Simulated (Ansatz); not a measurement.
`C=C=C(F)CC` and `C=C=CCC` differ in one atom or group.

Ansatz, PBE0-D4/def2-TZVP geometries, multiplicity 1. Each molecule was computed in one conformer, which needn't be the lowest.

| property | `C=C=C(F)CC` |
| --- | --- |
| HOMO–LUMO gap (B3LYP/def2-TZVPP) / eV | 6.31 |
| LUMO energy (B3LYP/def2-TZVPP) / eV | -0.56 |
| HOMO energy (B3LYP/def2-TZVPP) / eV | -6.87 |
| HOMO energy (PBE0/def2-TZVPP) / eV | -7.07 |
| LUMO energy (ωB97M-V/def2-TZVPP) / eV | 1.83 |
| LUMO energy (PBE/def2-TZVPP) / eV | -1.36 |

(1) What does the change do to each property? (Estimate.)

Answers

(1) Computed: 
| property | `C=C=CCC` | shift |
| --- | --- | --- |
| HOMO–LUMO gap (B3LYP/def2-TZVPP) / eV | 7.13 | 0.82 |
| LUMO energy (B3LYP/def2-TZVPP) / eV | 0.13 | 0.69 |
| HOMO energy (B3LYP/def2-TZVPP) / eV | -7.00 | -0.13 |
| HOMO energy (PBE0/def2-TZVPP) / eV | -7.21 | -0.14 |
| LUMO energy (ωB97M-V/def2-TZVPP) / eV | 2.33 | 0.50 |
| LUMO energy (PBE/def2-TZVPP) / eV | -0.62 | 0.74 |

With PBE0 the HOMO falls by 0.14 eV and the LUMO rises by 0.70 eV, so the gap widens by about 0.84 eV. PBE moves the HOMO by -0.23 eV and ωB97M-V by -0.14 eV.

B3LYP here is the variant with VWN-RPA as its local correlation; programs differ in this.
